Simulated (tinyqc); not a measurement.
Inside a calculation (part 2 of 3). Method: ROHF in the sto-3g basis, for NH3+, spin multiplicity 2. Computed by tinyqc, a small Python program that keeps every step (integrals from PySCF). Command: `OMP_NUM_THREADS=1 python tinyqc.py 28537 28538 out.jsonl` (the two numbers bound the seeds that draw the settings). One thread of a shared host (Intel(R) Xeon(R) Processor @ 2.60GHz), about 0.1 s of CPU time with the checks.

Geometry (angstrom):
```
atom          x          y         z
N      0.000000   0.000000  0.520000
H      0.806000   0.000000  0.000000
H     -0.403000   0.698000  0.000000
H     -0.403000  -0.698000  0.000000
```

## Iteration 1: Roothaan effective Fock matrix

F(alpha) (hartree), lower triangle:
```
             1N 1s      1N 2s     1N 2px     1N 2py     1N 2pz      2H 1s      3H 1s      4H 1s
1N 1s   -16.896611
1N 2s    -4.227245  -2.944450
1N 2px    0.000001   0.000006  -1.027027
1N 2py    0.000000   0.000000   0.000000  -1.027025
1N 2pz    0.026977   0.266064  -0.000004   0.000000  -0.996820
2H 1s    -1.223486  -1.480074  -0.575523   0.000000   0.482687  -1.203679
3H 1s    -1.223520  -1.480101   0.287772  -0.498417   0.482698  -0.761337  -1.203704
4H 1s    -1.223520  -1.480101   0.287772   0.498417   0.482698  -0.761337  -0.761360  -1.203704
```

F(beta) (hartree), lower triangle:
```
             1N 1s      1N 2s     1N 2px     1N 2py     1N 2pz      2H 1s      3H 1s      4H 1s
1N 1s   -16.038954
1N 2s    -4.079398  -2.685052
1N 2px    0.000001   0.000005  -0.883845
1N 2py    0.000000   0.000000   0.000000  -0.883843
1N 2pz    0.023487   0.237819  -0.000004   0.000000  -0.856774
2H 1s    -1.176517  -1.334383  -0.513025   0.000000   0.428459  -1.048138
3H 1s    -1.176550  -1.334408   0.256522  -0.444293   0.428469  -0.679437  -1.048161
4H 1s    -1.176550  -1.334408   0.256522   0.444293   0.428469  -0.679437  -0.679458  -1.048161
```

D(alpha) at the start, lower triangle:
```
            1N 1s     1N 2s     1N 2px     1N 2py    1N 2pz     2H 1s     3H 1s     4H 1s
1N 1s    1.063084
1N 2s   -0.235265  1.022744
1N 2px   0.000000  0.000000   0.466993
1N 2py   0.000000  0.000000   0.000000   0.466994
1N 2pz  -0.008229  0.032039   0.000000   0.000000  0.476712
2H 1s   -0.007098  0.009453   0.027017   0.000000  0.001586  0.483743
3H 1s   -0.007098  0.009452  -0.013508   0.023397  0.001586  0.042482  0.483743
4H 1s   -0.007098  0.009452  -0.013508  -0.023397  0.001586  0.042482  0.042484  0.483743
```

D(beta) at the start, lower triangle:
```
            1N 1s     1N 2s     1N 2px     1N 2py    1N 2pz     2H 1s     3H 1s     4H 1s
1N 1s    0.850467
1N 2s   -0.188212  0.818195
1N 2px   0.000000  0.000000   0.373594
1N 2py   0.000000  0.000000   0.000000   0.373595
1N 2pz  -0.006583  0.025631   0.000000   0.000000  0.381370
2H 1s   -0.005679  0.007562   0.021613   0.000000  0.001268  0.386995
3H 1s   -0.005679  0.007562  -0.010806   0.018717  0.001269  0.033986  0.386995
4H 1s   -0.005679  0.007562  -0.010806  -0.018717  0.001269  0.033986  0.033987  0.386995
```

overlap S, lower triangle:
```
           1N 1s     1N 2s     1N 2px     1N 2py     1N 2pz     2H 1s     3H 1s     4H 1s
1N 1s   1.000000
1N 2s   0.235038  1.000000
1N 2px  0.000000  0.000000   1.000000
1N 2py  0.000000  0.000000   0.000000   1.000000
1N 2pz  0.000000  0.000000   0.000000   0.000000   1.000000
2H 1s   0.066158  0.528254   0.384087   0.000000  -0.247798  1.000000
3H 1s   0.066160  0.528262  -0.192048   0.332629  -0.247803  0.297337  1.000000
4H 1s   0.066160  0.528262  -0.192048  -0.332629  -0.247803  0.297337  0.297347  1.000000
```

With projectors Pc = D(beta) S, Po = (D(alpha) - D(beta)) S, Pv = 1 - D(alpha) S, the block xy is Px^T F Py; with Fc = (F(alpha) + F(beta))/2, the blocks are Fc for cc, oo, vv and cv, F(beta) for co and F(alpha) for ov.

effective F (hartree), lower triangle:
```
             1N 1s      1N 2s     1N 2px     1N 2py     1N 2pz      2H 1s      3H 1s      4H 1s
1N 1s   -16.324288
1N 2s    -4.110125  -2.675713
1N 2px    0.000001   0.000005  -0.953000
1N 2py    0.000000   0.000000   0.000000  -0.952998
1N 2pz    0.018316   0.220740  -0.000004   0.000000  -0.919892
2H 1s    -1.181095  -1.305584  -0.542132   0.000000   0.432226  -1.049437
3H 1s    -1.181128  -1.305609   0.271075  -0.469499   0.432236  -0.645613  -1.049459
4H 1s    -1.181128  -1.305609   0.271075   0.469499   0.432236  -0.645613  -0.645633  -1.049459
```

## Iteration 1: diagonalisation and new density

X:
```
                1          2          3          4          5          6          7          8
1N 1s   -0.286092   0.000000   0.000011   0.770189   0.626996   0.000000   0.000003   0.102014
1N 2s    1.529362   0.000000  -0.000037  -0.275523   0.298655   0.000000   0.000005   0.353343
1N 2px  -0.000039   0.000000  -0.987830   0.000002  -0.000003   0.000000   0.695620  -0.000003
1N 2py   0.000000   0.987826   0.000000   0.000000   0.000000   0.695626   0.000000   0.000000
1N 2pz  -0.676457   0.000000   0.000013  -0.652320   0.647667   0.000000   0.000000  -0.157634
2H 1s   -0.700815   0.000000   1.100800  -0.095339  -0.076454   0.000000   0.416164   0.293845
3H 1s   -0.700878  -0.953316  -0.550372  -0.095336  -0.076451   0.360404  -0.208078   0.293850
4H 1s   -0.700878   0.953316  -0.550372  -0.095336  -0.076451  -0.360404  -0.208078   0.293850
```

Diagonalise F' = X^T F X, C = X C', fill 5 alpha and 4 beta electrons from the bottom; D(s) = C_occ C_occ^T. Each column has its largest component positive (the first on a tie).

F' = X^T F X (hartree), lower triangle:
```
           1          2          3          4          5          6          7          8
1  -0.112493
2   0.000000   0.104590
3   0.000016   0.000000   0.104583
4   0.806072   0.000000  -0.000046  -8.060617
5   0.541545   0.000000  -0.000038  -7.207523  -8.131907
6   0.000000  -0.088968   0.000000   0.000000   0.000000  -1.036884
7   0.000003   0.000000   0.088972  -0.000036  -0.000038   0.000000  -1.036886
8  -0.307116   0.000000   0.000002  -2.515206  -2.671830   0.000000  -0.000011  -2.600553
```

orbital energies (hartree): MO1 -16.330565, MO2 -1.813548, MO3 -1.043779, MO4 -1.043776, MO5 -0.886750, MO6 0.111476, MO7 0.111483, MO8 0.125292

coefficients C:
```
              MO1        MO2        MO3        MO4        MO5        MO6        MO7        MO8
1N 1s    0.994138  -0.235179  -0.000003   0.000000  -0.093020   0.000083   0.000000  -0.162171
1N 2s    0.028651   0.855750   0.000015   0.000000   0.472160  -0.000650   0.000000   1.293384
1N 2px   0.000000  -0.000005   0.769847   0.000000  -0.000013  -0.931145   0.000000  -0.000486
1N 2py   0.000000   0.000000   0.000000   0.769849   0.000000   0.000000  -0.931143   0.000000
1N 2pz  -0.005430  -0.201914   0.000011   0.000000   0.863233   0.000369   0.000000  -0.735844
2H 1s   -0.005454   0.080557   0.329886   0.000000  -0.115947   1.130024   0.000000  -0.756064
3H 1s   -0.005454   0.080561  -0.164944   0.285691  -0.115941  -0.564435   0.978306  -0.756943
4H 1s   -0.005454   0.080561  -0.164944  -0.285691  -0.115941  -0.564435  -0.978306  -0.756943
```

D(alpha) after iteration 1, lower triangle:
```
            1N 1s     1N 2s     1N 2px     1N 2py     1N 2pz      2H 1s      3H 1s     4H 1s
1N 1s    1.052272
1N 2s   -0.216692  0.956065
1N 2px   0.000000  0.000001   0.592665
1N 2py   0.000000  0.000000   0.000000   0.592668
1N 2pz  -0.038210  0.234640  -0.000002   0.000000   0.785970
2H 1s   -0.013583  0.014040   0.253963   0.000000  -0.116322   0.128788
3H 1s   -0.013583  0.014038  -0.126981   0.219939  -0.116322  -0.034450   0.128788
4H 1s   -0.013583  0.014038  -0.126981  -0.219939  -0.116322  -0.034450  -0.034451  0.128788
```

D(beta) after iteration 1, lower triangle:
```
            1N 1s      1N 2s     1N 2px     1N 2py     1N 2pz      2H 1s      3H 1s     4H 1s
1N 1s    1.043619
1N 2s   -0.172772   0.733130
1N 2px  -0.000001   0.000007   0.592665
1N 2py   0.000000   0.000000   0.000000   0.592668
1N 2pz   0.042088  -0.172944   0.000009   0.000000   0.040799
2H 1s   -0.024369   0.068786   0.253961   0.000000  -0.016233   0.115344
3H 1s   -0.024368   0.068781  -0.126982   0.219939  -0.016239  -0.047893   0.115346
4H 1s   -0.024368   0.068781  -0.126982  -0.219939  -0.016239  -0.047893  -0.047893  0.115346
```

Within a degenerate level the vectors are fixed only up to a rotation; this is one choice.

## Iteration 2: building the Fock matrix

core Hamiltonian H = T + V (hartree), lower triangle:
```
             1N 1s      1N 2s     1N 2px     1N 2py     1N 2pz      2H 1s      3H 1s      4H 1s
1N 1s   -25.850308
1N 2s    -5.950373  -7.865381
1N 2px    0.000001   0.000005  -6.526387
1N 2py    0.000000   0.000000   0.000000  -6.526385
1N 2pz    0.028679   0.320081  -0.000003   0.000000  -6.500675
2H 1s    -1.688238  -3.670338  -2.244050   0.000000   1.566477  -4.942484
3H 1s    -1.688285  -3.670405   1.122055  -1.943406   1.566515  -1.797283  -4.942530
4H 1s    -1.688285  -3.670405   1.122055   1.943406   1.566515  -1.797283  -1.797345  -4.942530
```

nuclear repulsion = 12.72286975 hartree

Given earlier and not repeated: Two-electron integrals (ij|kl) in chemists' order.

J_ij = sum D_kl (ij|kl) with D = D(alpha) + D(beta), K_ij = sum D_kl (ik|jl) for each spin; F = H + J - K(s); E = tr D H + tr D J / 2 - 0.5 sum_s tr D(s) K(s) + E_nn.

Coulomb J (hartree), lower triangle:
```
            1N 1s      1N 2s     1N 2px     1N 2py     1N 2pz     2H 1s     3H 1s     4H 1s
1N 1s   14.336383
1N 2s    2.653416   6.542904
1N 2px   0.000000   0.000000   6.555157
1N 2py   0.000000   0.000000   0.000000   6.555157
1N 2pz  -0.018275  -0.152527   0.000001   0.000000   6.497940
2H 1s    0.753836   3.022042   2.038847   0.000000  -1.364568  4.544134
3H 1s    0.753857   3.022095  -1.019449   1.765695  -1.364602  1.472186  4.544171
4H 1s    0.753857   3.022095  -1.019449  -1.765695  -1.364602  1.472186  1.472238  4.544171
```

exchange K(alpha) (hartree), lower triangle:
```
            1N 1s      1N 2s     1N 2px     1N 2py     1N 2pz     2H 1s     3H 1s     4H 1s
1N 1s    4.252831
1N 2s    0.716801   1.168106
1N 2px   0.000000  -0.000001   0.899134
1N 2py   0.000000   0.000000   0.000000   0.899135
1N 2pz  -0.003101   0.006214   0.000000   0.000000   0.954455
2H 1s    0.211810   0.567474   0.370616   0.000000  -0.236010  0.597960
3H 1s    0.211816   0.567484  -0.185312   0.320963  -0.236015  0.262961  0.597971
4H 1s    0.211816   0.567484  -0.185312  -0.320963  -0.236015  0.262961  0.262970  0.597971
```

exchange K(beta) (hartree), lower triangle:
```
            1N 1s      1N 2s     1N 2px     1N 2py     1N 2pz     2H 1s     3H 1s     4H 1s
1N 1s    4.228625
1N 2s    0.691908   0.975138
1N 2px   0.000000   0.000003   0.848857
1N 2py   0.000000   0.000000   0.000000   0.848859
1N 2pz  -0.004776  -0.223975   0.000010   0.000000   0.276685
2H 1s    0.202775   0.529860   0.361435   0.000000  -0.180762  0.551947
3H 1s    0.202780   0.529868  -0.180722   0.313012  -0.180771  0.230453  0.551958
4H 1s    0.202780   0.529868  -0.180722  -0.313012  -0.180771  0.230453  0.230462  0.551958
```

F(alpha) (hartree), lower triangle:
```
             1N 1s      1N 2s     1N 2px     1N 2py     1N 2pz      2H 1s      3H 1s      4H 1s
1N 1s   -15.766756
1N 2s    -4.013758  -2.490583
1N 2px    0.000001   0.000006  -0.870364
1N 2py    0.000000   0.000000   0.000000  -0.870363
1N 2pz    0.013505   0.161340  -0.000002   0.000000  -0.957190
2H 1s    -1.146212  -1.215771  -0.575820   0.000000   0.437919  -0.996310
3H 1s    -1.146244  -1.215793   0.287918  -0.498673   0.437928  -0.588057  -0.996330
4H 1s    -1.146244  -1.215793   0.287918   0.498673   0.437928  -0.588057  -0.588076  -0.996330
```

F(beta) (hartree), lower triangle:
```
             1N 1s      1N 2s     1N 2px     1N 2py     1N 2pz      2H 1s      3H 1s      4H 1s
1N 1s   -15.742550
1N 2s    -3.988866  -2.297615
1N 2px    0.000001   0.000002  -0.820087
1N 2py    0.000000   0.000000   0.000000  -0.820087
1N 2pz    0.015180   0.391529  -0.000012   0.000000  -0.279420
2H 1s    -1.137176  -1.178156  -0.566638   0.000000   0.382670  -0.950296
3H 1s    -1.137208  -1.178177   0.283328  -0.490723   0.382684  -0.555549  -0.950318
4H 1s    -1.137208  -1.178177   0.283328   0.490723   0.382684  -0.555549  -0.555569  -0.950318
```

total energy of this density = -55.04402665 hartree

## Iteration 2: Roothaan effective Fock matrix

As before.

effective F (hartree), lower triangle:
```
             1N 1s      1N 2s     1N 2px     1N 2py     1N 2pz      2H 1s      3H 1s      4H 1s
1N 1s   -15.754706
1N 2s    -4.000122  -2.372755
1N 2px    0.000001   0.000004  -0.845226
1N 2py    0.000000   0.000000   0.000000  -0.845225
1N 2pz    0.019385   0.310045  -0.000006   0.000000  -0.649655
2H 1s    -1.142567  -1.199998  -0.571229   0.000000   0.424233  -0.977029
3H 1s    -1.142599  -1.200019   0.285622  -0.494698   0.424245  -0.575529  -0.977050
4H 1s    -1.142599  -1.200019   0.285622   0.494698   0.424245  -0.575529  -0.575548  -0.977050
```

## Iteration 2: diagonalisation and new density

As before.

F' = X^T F X (hartree), lower triangle:
```
           1          2          3          4          5          6          7          8
1   0.143578
2   0.000000   0.308900
3   0.000015   0.000000   0.308894
4   0.723437   0.000000  -0.000042  -7.597933
5   0.517411   0.000000  -0.000037  -7.109637  -7.710443
6   0.000000  -0.001029   0.000000   0.000000   0.000000  -1.009399
7   0.000000   0.000000   0.001035  -0.000033  -0.000038   0.000000  -1.009401
8  -0.251360   0.000000   0.000001  -2.487134  -2.566640   0.000000  -0.000011  -2.422142
```

orbital energies (hartree): MO1 -15.762622, MO2 -1.592508, MO3 -1.009401, MO4 -1.009399, MO5 -0.559215, MO6 0.308895, MO7 0.308901, MO8 0.327406

coefficients C:
```
              MO1        MO2        MO3        MO4        MO5        MO6        MO7        MO8
1N 1s    0.993299  -0.220121  -0.000003   0.000000  -0.117004   0.000072   0.000000  -0.172582
1N 2s    0.033318   0.754384   0.000015   0.000000   0.559363  -0.000544   0.000000   1.321293
1N 2px   0.000000  -0.000006   0.696395   0.000000  -0.000010  -0.987284   0.000000  -0.000424
1N 2py   0.000000   0.000000   0.000000   0.696397   0.000000   0.000000   0.987282   0.000000
1N 2pz  -0.006828  -0.254966   0.000005   0.000000   0.835848   0.000307   0.000000  -0.750826
2H 1s   -0.007047   0.121216   0.415297   0.000000  -0.111515   1.101421   0.000000  -0.751395
3H 1s   -0.007047   0.121221  -0.207648   0.359659  -0.111512  -0.550240  -0.953597  -0.752101
4H 1s   -0.007047   0.121221  -0.207648  -0.359659  -0.111512  -0.550240   0.953597  -0.752101
```

D(alpha) after iteration 2, lower triangle:
```
            1N 1s     1N 2s     1N 2px     1N 2py     1N 2pz      2H 1s      3H 1s     4H 1s
1N 1s    1.048787
1N 2s   -0.198409  0.883093
1N 2px   0.000000  0.000000   0.484966
1N 2py   0.000000  0.000000   0.000000   0.484969
1N 2pz  -0.048456  0.274972  -0.000003   0.000000   0.763696
2H 1s   -0.020636  0.028837   0.289211   0.000000  -0.124066   0.199651
3H 1s   -0.020635  0.028834  -0.144605   0.250466  -0.124067  -0.059057   0.199652
4H 1s   -0.020635  0.028834  -0.144605  -0.250466  -0.124067  -0.059057  -0.059058  0.199652
```

D(beta) after iteration 2, lower triangle:
```
            1N 1s      1N 2s     1N 2px     1N 2py     1N 2pz      2H 1s      3H 1s     4H 1s
1N 1s    1.035097
1N 2s   -0.132962   0.570205
1N 2px  -0.000001   0.000006   0.484966
1N 2py   0.000000   0.000000   0.000000   0.484969
1N 2pz   0.049341  -0.192570   0.000005   0.000000   0.065055
2H 1s   -0.033683   0.091215   0.289210   0.000000  -0.030856   0.187215
3H 1s   -0.033683   0.091210  -0.144606   0.250466  -0.030860  -0.071492   0.187217
4H 1s   -0.033683   0.091210  -0.144606  -0.250466  -0.030860  -0.071492  -0.071493  0.187217
```

Within a degenerate level the vectors are fixed only up to a rotation; this is one choice.

## Iteration 9 (converged): orbitals

converged F (hartree), lower triangle:
```
             1N 1s      1N 2s     1N 2px     1N 2py     1N 2pz      2H 1s      3H 1s      4H 1s
1N 1s   -15.955581
1N 2s    -4.041313  -2.421526
1N 2px    0.000000   0.000004  -0.900638
1N 2py    0.000000   0.000000   0.000000  -0.900638
1N 2pz    0.015808   0.293921  -0.000004   0.000000  -0.750420
2H 1s    -1.153545  -1.218841  -0.590271   0.000000   0.440622  -1.007361
3H 1s    -1.153578  -1.218863   0.295143  -0.511189   0.440632  -0.584800  -1.007381
4H 1s    -1.153578  -1.218863   0.295143   0.511189   0.440632  -0.584800  -0.584819  -1.007381
```

As before.

F' = X^T F X (hartree), lower triangle:
```
           1          2          3          4          5          6          7          8
1   0.117549
2   0.000000   0.278666
3   0.000014   0.000000   0.278660
4   0.736354   0.000000  -0.000043  -7.741741
5   0.533366   0.000000  -0.000038  -7.154042  -7.860586
6   0.000000  -0.014505   0.000000   0.000000   0.000000  -1.058221
7   0.000000   0.000000   0.014511  -0.000035  -0.000037   0.000000  -1.058222
8  -0.257459   0.000000   0.000001  -2.520123  -2.583544   0.000000  -0.000011  -2.464812
```

orbital energies (hartree): MO1 -15.963067, MO2 -1.630904, MO3 -1.058380, MO4 -1.058378, MO5 -0.661520, MO6 0.278818, MO7 0.278824, MO8 0.305900

coefficients C:
```
              MO1        MO2        MO3        MO4        MO5        MO6        MO7        MO8
1N 1s    0.993525  -0.219435  -0.000002   0.000000  -0.116194   0.000047   0.000000  -0.172705
1N 2s    0.032205   0.756243   0.000012   0.000000   0.547576  -0.000352   0.000000   1.325190
1N 2px   0.000000  -0.000006   0.706299   0.000000  -0.000008  -0.980223   0.000000  -0.000277
1N 2py   0.000000   0.000000   0.000000   0.706301   0.000000   0.000000   0.980222   0.000000
1N 2pz  -0.006354  -0.263283   0.000003   0.000000   0.843535   0.000194   0.000000  -0.739273
2H 1s   -0.006779   0.118849   0.404192   0.000000  -0.101333   1.105437   0.000000  -0.753375
3H 1s   -0.006780   0.118854  -0.202095   0.350041  -0.101331  -0.552413  -0.957170  -0.753840
4H 1s   -0.006780   0.118854  -0.202095  -0.350041  -0.101331  -0.552413   0.957170  -0.753840
```

D(alpha) after iteration 9, lower triangle:
```
            1N 1s     1N 2s     1N 2px     1N 2py     1N 2pz      2H 1s      3H 1s     4H 1s
1N 1s    1.048744
1N 2s   -0.197575  0.872779
1N 2px   0.000000  0.000000   0.498858
1N 2py   0.000000  0.000000   0.000000   0.498861
1N 2pz  -0.046553  0.262589  -0.000003   0.000000   0.780910
2H 1s   -0.021042  0.034178   0.285480   0.000000  -0.116725   0.187810
3H 1s   -0.021042  0.034175  -0.142739   0.247234  -0.116726  -0.057245   0.187811
4H 1s   -0.021042  0.034175  -0.142739  -0.247234  -0.116726  -0.057245  -0.057246  0.187811
```

D(beta) after iteration 9, lower triangle:
```
            1N 1s      1N 2s     1N 2px     1N 2py     1N 2pz      2H 1s      3H 1s     4H 1s
1N 1s    1.035243
1N 2s   -0.133950   0.572940
1N 2px  -0.000001   0.000004   0.498858
1N 2py   0.000000   0.000000   0.000000   0.498861
1N 2pz   0.051461  -0.199311   0.000004   0.000000   0.069358
2H 1s   -0.032816   0.089666   0.285479   0.000000  -0.031247   0.177542
3H 1s   -0.032816   0.089661  -0.142740   0.247234  -0.031250  -0.067513   0.177543
4H 1s   -0.032816   0.089661  -0.142740  -0.247234  -0.031250  -0.067513  -0.067514  0.177543
```

Within a degenerate level the vectors are fixed only up to a rotation; this is one choice.

## Convergence

Stop when the energy changes by less than 1e-09 hartree and every element of the error matrix X^T (F D S - S D F) X is below 9e-06.

Course of the cycle:
```
iteration   E (hartree)     change  largest element of the error matrix
1          -51.88170194          -                             1.77e+00
2          -55.04402665  -3.16e+00                             2.01e-01
3          -55.08574193  -4.17e-02                             2.95e-02
4          -55.08659074  -8.49e-04                             4.10e-03
5          -55.08660915  -1.84e-05                             8.05e-04
6          -55.08660968  -5.29e-07                             1.89e-04
7          -55.08660971  -2.37e-08                             3.11e-05
8          -55.08660971  -1.52e-09                             1.24e-05
9          -55.08660971  -1.14e-10                             3.03e-06
```

PySCF ROHF in the same basis = -55.08660971 hartree

Converged in 9 iterations.
